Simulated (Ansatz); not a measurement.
Input for Ansatz (an electronic-structure program): R-PBE0/def2-TZVPPD on H2O (SMILES O). Files ending in .json are basis or fitting sets from the Basis Set Exchange.

Ansatz 0.2 input:
```yaml
crystal:
  periodic: [false, false, false]
  atoms:
    - {symbol: O, position_ang: [0.00000000, 0.00000000, -0.06555155]}
    - {symbol: H, position_ang: [0.00000000, -0.75670946, 0.52017534]}
    - {symbol: H, position_ang: [0.00000000, 0.75670946, 0.52017534]}
basis:
  gaussian:
    orbitals: def2-TZVPPD.json
hamiltonian:
  xc: {name: PBE0}
scf: {lower_state_search: off}
```

Problem. What total energy does the run end on?

Solution. -76.3833 hartree.
